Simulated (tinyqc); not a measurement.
Inside a calculation. Method: Hueckel theory of the pi electrons, for the molecule O=Cc1[cH+]c1F (SMILES; centres numbered as the heavy atoms are written). One step of it, computed by the program tinyqc.

Task: Energy, charges, bond orders. E = sum n x; q_r = z_r - P_rr; bond order p = P_rs; free valence = sqrt(3) - sum of p over the bonds of the atom.

x values: 3.219300  2.163629  1.481425  -0.198647  -1.061063  -1.604644

occupations: 2.000000  2.000000  2.000000  0.000000  0.000000  0.000000

charge and bond-order matrix P:
```
           1O         2C         3C         4C         5C         6F
1O   1.398370   0.855289   0.082745  -0.234810  -0.211941   0.053659
2C   0.855289   0.625826   0.325793   0.105614   0.097437  -0.041040
3C   0.082745   0.325793   0.746132   0.658041   0.614620  -0.108574
4C  -0.234810   0.105614   0.658041   0.648635   0.606503  -0.096894
5C  -0.211941   0.097437   0.614620   0.606503   0.624230   0.242445
6F   0.053659  -0.041040  -0.108574  -0.096894   0.242445   1.956807
```

Centres:
```
centre  z_r, pi electrons of the neutral centre         h
1O                                            1  1.000000
2C                                            1  0.000000
3C                                            1  0.000000
4C                                            1  0.000000
5C                                            1  0.000000
6F                                            2  3.000000
```

Bonds:
```
i  j         k
1  2  1.000000
2  3         1
3  4         1
4  5         1
5  6  0.700000
5  3         1
```

Give: pi energy = 6 alpha + this times beta; pi charges; Bond orders and lengths from R = 1.517 - 0.180 p; free valence of the carbons; gap between the highest filled and the next level.

Result:

pi energy = 6 alpha + this times beta = 13.729

pi charges: 1O -0.398, 2C 0.374, 3C 0.254, 4C 0.351, 5C 0.376, 6F 0.043

Bond orders and lengths from R = 1.517 - 0.180 p (angstrom, C-C alone):
```
bond      p      R
1-2   0.855      -
2-3   0.326  1.458
3-4   0.658  1.399
4-5   0.607  1.408
5-6   0.242      -
5-3   0.615  1.406
```

free valence of the carbons: 2C 0.551, 3C 0.134, 4C 0.468, 5C 0.268

gap between the highest filled and the next level = 1.680 |beta|
